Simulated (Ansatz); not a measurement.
A made-up structure of MgAlNH3 (charge -1), closed shell:

N1  (-0.602, -0.379, -0.095)
Al2  (0.139, 0.983, -1.008)
Mg3  (0.918, -0.286, 1.138)
H4  (1.034, 1.733, -1.981)
H5  (-0.653, 1.548, -2.356)
H6  (1.658, -0.976, 2.585)
(Å)

It is relaxed with PBE-D4/def2-SVPD and then PBE0-D4/def2-TZVPD (Ansatz 0.2.0). Atoms count as bonded within 1.22 times the sum of their covalent radii (H–H: 0.88 Å). The end point is not checked to be a true minimum.

Q: Does its bonding change? (Judge from chemistry; the calculation decides.)

A: By the calculation: Yes. Formed: none; broken: Al2–Mg3.

Where it ends: The first stage lowers the energy by 2.01 eV in 13 steps. It ends as MgAlNH₃ ([MgH][N][AlH2]), total charge -1:
```csv
atom,x (Å),y (Å),z (Å)
N1,0.2535,0.2134,-0.0516
Al2,0.0666,1.1280,-1.4923
Mg3,0.8794,-0.5924,1.4782
H4,1.2125,2.0396,-2.2270
H5,-1.3128,1.2300,-2.3668
H6,1.3955,-1.3957,2.9439
```

Labels in which every atom is bracketed show which atoms are joined, not bond orders.

For scale, one of the runs: PBE0-D4/def2-TZVPD relaxation, 142 basis functions, launched by `ansatz run in.yaml --threads 2 --pin off --events-out ev --progress --plain --max-ram 4352MiB`. The run took about 56 s on 2 CPU threads of an Intel Xeon 6975P-C (shared host).
